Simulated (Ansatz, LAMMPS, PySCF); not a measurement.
**Bulk modulus B0 of rock-salt LiCl: levels of theory against measurement**

Reference value: 38.7 GPa (measured, 0 K value with the zero-point phonon effect removed, sources range from 37.3 to 38.7; as tabulated in Mejia-Rodriguez and Trickey (2018), arXiv:1807.09216).

Put these levels in order of the bulk modulus B0 that they give for rock-salt LiCl, smallest first: Hartree–Fock (PySCF), LDA (Ansatz, an electronic-structure program), ionic model joung2008 (rigid ions, set for SPC/E water, LAMMPS).

Hartree–Fock (30.2 GPa), LDA (40.9 GPa), ionic model joung2008 (59.5 GPa)

Unless a cell is named, each level is at its own relaxed cell (ionic model joung2008 17.60, LDA 15.29, Hartree–Fock 18.07 Å³/atom).

Errors against the reference: ionic model joung2008 +54 %, LDA +5.7 %, Hartree–Fock -22 %.

A ± on a computed value is a rough bar: the spread of its extrapolation, a floor set from checks against published values, or a statistical error. Each level is taken at its own relaxed cell. Ansatz's density-functional and Hartree–Fock values are scalar-relativistic unless marked +SOC, with PAW data made under PBE.

Empirical potentials (ionic model joung2008) are fitted to chosen data, which need not cover the solid at hand: agreement can be built in, and what lay outside the fit can be far off.

Differences are worked out from the printed values.
